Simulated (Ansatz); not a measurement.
P₂S₂. Charge 0, multiplicity 3. Geometry PBE0-D4/def2-TZVPD, that of the charge -1 doublet; atoms count from 1.

| atom | x (Å) | y (Å) | z (Å) |
| --- | --- | --- | --- |
| P1 | -0.919 | -1.282 | -0.316 |
| P2 | -0.387 | 0.783 | 0.283 |
| S3 | 0.252 | -0.198 | -1.630 |
| S4 | 1.054 | 0.697 | 1.663 |

The structure comes from a short search, and lower isomers may exist.

**Question.** Estimate the Mulliken populations from the PBE0/def2-TZVPD orbitals of Ansatz.

**Answer.** 
```json
{"atom": "P1", "charge (e)": "0.09", "spin (α − β)": "1.03"}
{"atom": "P2", "charge (e)": "0.29", "spin (α − β)": "0.01"}
{"atom": "S3", "charge (e)": "-0.17", "spin (α − β)": "0.21"}
{"atom": "S4", "charge (e)": "-0.21", "spin (α − β)": "0.74"}
```
Mulliken values depend strongly on the basis. With diffuse functions, as here, like atoms can get unlike values, and bond orders can come out too low or too high.

**Question.** Where does the spin sit?

**Answer.** Summed by element: P 1.04, S 0.96, of 2 unpaired in all. Largest on single atoms: P1 1.03, S4 0.74, S3 0.21.

**Question.** And the Mayer bond orders between heavy atoms (over 0.3)?

**Answer.** P1–P2 0.85 (2.21 Å); P1–S3 1.28 (2.07 Å); P2–S3 0.88 (2.24 Å); P2–S4 1.54 (2.00 Å).
